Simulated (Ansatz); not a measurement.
# CH3ClSi: one species, many methods

The task here is to estimate one member of a computed series from the others.

Computed with Ansatz 0.2.0, Gaussian basis. Level: functionals in def2-TZVPP, the program's frozen cores in correlated methods.

Plan: LDA (SPW92), PBE-D4, revPBE-D4, BLYP-D4, r2SCAN-D4, B97M-V, PBE0-D4, B3LYP-D4, r2SCANh-D4, r2SCAN0-D4, HSE06-D4, BHLYP-D4, CAM-B3LYP-D4, LC-ωPBE, ωB97X-V, ωB97M-V, B2PLYP, PBE-QIDH; CCSD(T)/def2-SVP; CCSD(T)/def2-TZVPP; MP2/def2-QZVPP; extrapolation to the limit; RPA on PBE.

### Structure used throughout

The geometry comes from an earlier relaxation with PBE0-D4 in a triple-zeta def2 set; it is a stationary point.

SMILES `C[Si]Cl`, 6 atoms, charge 0, spin multiplicity 1.

Atoms are counted from 1 here; the program's logs count them from 0.

Bond lengths: C1–Si2 1.887 Å, C1–H4 1.096 Å, C1–H5 1.093 Å, C1–H6 1.096 Å, Si2–Cl3 2.093 Å. Angles: Si2–C1–H4 110.2°, Si2–C1–H5 111.6°, Si2–C1–H6 110.2°, H4–C1–H5 109.0°, H4–C1–H6 106.7°, H5–C1–H6 109.0°, C1–Si2–Cl3 98.3°.

Set-up of the first run:

Contents of in.yaml:

```yaml
crystal:
  periodic: [false, false, false]
  atoms:
    - {symbol: C, position_ang: [-0.420911, 0.376226, -0.177077]}
    - {symbol: Si, position_ang: [0.228190, -0.642082, 1.273083]}
    - {symbol: Cl, position_ang: [1.857716, -1.533853, 0.308492]}
    - {symbol: H, position_ang: [0.353847, 1.065786, -0.531386]}
    - {symbol: H, position_ang: [-1.308685, 0.949943, 0.100088]}
    - {symbol: H, position_ang: [-0.668057, -0.280019, -1.019400]}
basis:
  gaussian: {orbitals: def2-TZVPP}
hamiltonian: {xc: lda}
output: {orbitals: {seedname: orbitals}}
```

Among the steps run: LDA; PBE-D4 (GGA); revPBE-D4 (GGA); BLYP-D4 (GGA); r2SCAN-D4 (meta-GGA); B97M-V (meta-GGA); PBE0-D4 (hybrid); B3LYP-D4 (hybrid); r2SCANh-D4 (hybrid); r2SCAN0-D4 (hybrid); HSE06-D4 (hybrid); BHLYP-D4 (hybrid); CAM-B3LYP-D4 (range-separated); LC-ωPBE-D4 (range-separated; the results give it without D4); ωB97X-V (range-separated); ωB97M-V (range-separated); B2PLYP (double hybrid); PBE-QIDH (double hybrid).

One table of the session follows, with a row left open; its other results are not shown here.

It belongs to the step «Frontier levels by functional». 

| functional | HOMO (eV) | LUMO (eV) | gap (eV) |
| --- | --- | --- | --- |
| LDA (SPW92) | -5.69 | -3.48 | 2.21 |
| PBE-D4 | -5.59 | -3.31 | 2.28 |
| revPBE-D4 | -5.56 | -3.25 | 2.31 |
| BLYP-D4 | ? | ? | ? |
| r2SCAN-D4 | -5.80 | -3.22 | 2.58 |
| B97M-V | -5.87 | -3.14 | 2.73 |
| PBE0-D4 | -6.68 | -2.50 | 4.18 |
| B3LYP-D4 | -6.50 | -2.68 | 3.82 |
| r2SCANh-D4 | -6.20 | -2.91 | 3.29 |
| r2SCAN0-D4 | -6.80 | -2.44 | 4.36 |
| HSE06-D4 | -6.28 | -2.88 | 3.40 |
| BHLYP-D4 | -7.66 | -1.57 | 6.09 |
| CAM-B3LYP-D4 | -7.97 | -1.39 | 6.57 |
| LC-ωPBE | -9.25 | -0.32 | 8.93 |
| ωB97X-V | -8.92 | -0.40 | 8.53 |
| ωB97M-V | -8.76 | -0.50 | 8.26 |

Estimate the missing values for BLYP-D4.

Worked estimate for «HOMO (eV)». Against the share of exact exchange, B3LYP-D4 (0.2, -6.50), BHLYP-D4 (0.5, -7.66) give a slope of -3.87 per unit share; at 0 the line stands at -5.73.

The run gave: HOMO (eV): -5.47; LUMO (eV): -3.16; gap (eV): 2.31. In «HOMO (eV)» the line misses by -0.26.
